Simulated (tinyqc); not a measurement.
Stretching all distances: RHF, UHF, MP2, CISD and CCSD against full CI in the sto-3g basis, for LiH, spin multiplicity 1. Computed by the program tinyqc with PySCF. All coordinates are multiplied by the scale. c0^2 is the weight of the RHF determinant in the lowest singlet FCI state (UHF is spin-contaminated and may lie near states of higher spin) and n(LUMO) the first natural occupation beyond the occupied space.

Geometry (angstrom):

| atom | x | y | z |
|---|---|---|---|
| Li | 0.0000 | 0.0000 | 0.0000 |
| H | 0.0000 | 0.0000 | 1.5270 |

Full CI energy (hartree) and errors against it (kcal/mol):

| scale | distance 1-2 (angstrom) | E(FCI) | RHF | UHF | MP2 | CISD | CCSD | <S^2> UHF | c0^2 | n(LUMO) |
|---|---|---|---|---|---|---|---|---|---|---|
| 0.9000 | 1.3743 | -7.876645 | 11.1027 | 11.1027 | 3.8439 | 0.0066 | 0.0051 | 0.0000 | 0.9801 | 0.0317 |
| 1.2000 | 1.8324 | -7.872612 | 15.8821 | 15.8821 | 6.3309 | 0.0111 | 0.0088 | 0.0000 | 0.9623 | 0.0636 |
| 1.4900 | 2.2752 | -7.839886 | 25.7490 | 19.7774 | 11.6974 | 0.0209 | 0.0173 | 0.5575 | 0.9115 | 0.1485 |
| 1.7800 | 2.7181 | -7.810786 | 41.9862 | 11.3595 | 20.6190 | 0.0406 | 0.0359 | 0.8615 | 0.8037 | 0.3240 |
| 2.0800 | 3.1762 | -7.793833 | 63.9856 | 4.7523 | 31.0359 | 0.0654 | 0.0593 | 0.9524 | 0.6734 | 0.5564 |
| 2.3800 | 3.6343 | -7.786658 | 85.6447 | 1.8558 | 36.4318 | 0.0818 | 0.0731 | 0.9834 | 0.5914 | 0.7355 |
| 2.6700 | 4.0771 | -7.783976 | 102.5797 | 0.7880 | 33.7904 | 0.0897 | 0.0790 | 0.9942 | 0.5501 | 0.8443 |

What does the comparison show, and why?

UHF parts from RHF first at scale 1.49 of those listed, where <S^2> leaves zero. The weight c0^2 goes from 0.98 to 0.55 and n(LUMO) from 0.03 to 0.84: static correlation grows as the bonds break into open-shell fragments. The spread of the error along the curve, which distorts its shape, is CCSD 0.1, CISD 0.1, UHF 19.0, MP2 32.6, RHF 91.5 kcal/mol.
